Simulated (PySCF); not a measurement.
Energy landscape of F4Si, singlet: flattening of a tetrahedron along the D2d path, bond length relaxed. Scanned: the two opposite F-Si-F angles (109.47 = tetrahedral, 180 = square planar). Other coordinates (Si-F bond length) were minimised at PBE0/def2-TZVP.

Computed with wB97X-V/def2-TZVP run with PySCF.

Scanned values (°): 90, 95, 100, 105, 109.47, 115, 120, 130, 140, 150, 160, 170, 180.

**Question.** At which scan points does the profile have its minima and maxima, and how high do they lie?

**Answer.** Lower than their neighbours: 109.47° (0.0 kcal/mol). Higher than their neighbours: 90° (19.5 kcal/mol, end of the scan), 180° (63.3 kcal/mol, end of the scan). The whole profile spans 63.3 kcal/mol.
